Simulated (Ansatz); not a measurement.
**Strontium, fcc: convergence with Methfessel-Paxton smearing**

Computed with Ansatz, r²SCAN, scalar-relativistic PAW, on the relaxed cell (a = 6.104 Å; spin not included). Errors count from a run at 500 eV on a Γ-centred 15×15×15 mesh with Fermi-Dirac smearing of 0.1 eV, extrapolated to zero width. Fixed here: cutoff 500 eV, mesh 9×9×9. The SCF starts from atomic densities corrected by a trained network.

| width (eV) | E(σ→0) error (meV/atom) | F error (meV/atom) | P (GPa) | SCF iterations |
| --- | --- | --- | --- | --- |
| 0.01 | 7.8 | 7.8 | -0.03 | 7 |
| 0.03 | 7.7 | 7.6 | -0.06 | 7 |
| 0.1 | 6.7 | 5.9 | -0.03 | 7 |
| 0.2 | 4.5 | 3.4 | -0.03 | 7 |
| 0.3 | 2.7 | 1.4 | -0.02 | 7 |
| 0.6 | -0.3 | 3.0 | 0.01 | 7 |
| 1.0 | 9.9 | 8.0 | 0.02 | 7 |
